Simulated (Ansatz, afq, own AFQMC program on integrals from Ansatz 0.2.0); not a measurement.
# BGe, quartet in cc-pVDZ, levels against full CI

```xyz
2

Ge    0.0000    0.0000    0.0000
B     0.0000    0.0000    1.9774
```

Basis cc-pVDZ. Only valence electrons are correlated. Integrals, coupled cluster, full CI and functionals: Ansatz 0.2.0; the random walks run on the same integrals in our own AFQMC program. ph-AFQMC/CISD is guided by a CISD state made of CCSD amplitudes; releasing the constraint for a short imaginary time cuts its bias at the price of noise, slowly where states lie close. Free AFQMC starts from the CCSD state and is never constrained. Its projection time is finite, and what remains of the start isn't in its error. Error bars are statistical, one sigma. No spin–orbit coupling.

Determinant: ROHF, the one that the program's search chose, which needn't be the lowest solution. The geometry is a point of a scan.

Full CI on the same integrals is exact in this basis and with this determinant's frozen core.

Cautions: no relativity below Rb; no spin-orbit coupling; inner d shell frozen; lower spins were not checked; raised T1 diagnostic (T1 0.043, weight of the determinant 0.86, largest double 0.09); the released energies are still falling, so no released level is given (meV from the phaseless value at times in 1/Eh: -6 ± 3 at 0.24, -15.3 ± 2.5 at 0.51, -29 ± 5 at 0.99, -36 ± 4 at 1.62, -38.5 ± 2.4 at 2.40).

The T1 diagnostic is 0.0434. The weight of the determinant in the CISD state is 0.863. The size of the correlated space is 7 electrons in 26 orbitals.

Reference: full CI, correlation energy -3.952 eV.

| level | E − E(reference) (mEh) | share of correlation (%) |
| --- | --- | --- |
| HF | 145.22 | 0.00 |
| MP2 | 37.49 | 74.18 |
| CCSD | 9.35 | 93.56 |
| CCSD(T) | 2.41 | 98.34 |
| CCSDT | 0.60 | 99.58 |
| CCSDT(Q) | 0.11 | 99.93 |
| CCSDTQ | 0.03 | 99.98 |
| ph-AFQMC/HF | 6.03 ± 0.77 | 95.85 |
| ph-AFQMC/CISD | 1.65 ± 0.15 | 98.86 |
| free AFQMC | 0.19 ± 0.09 | 99.87 |

CCSDT and higher add their correlation energy to the determinant of the CCSD(T) run, since their own runs factorise the integrals more tightly (a shift of under 2 meV). Free projections are given only where their last times agree within the noise and don't stop above the reference; a slow remainder of the start can still hide under it. A walk keeps the symmetry of its determinant, which the program's search chose and which needn't be the lowest solution, so a lower state of the same spin and another symmetry isn't excluded.
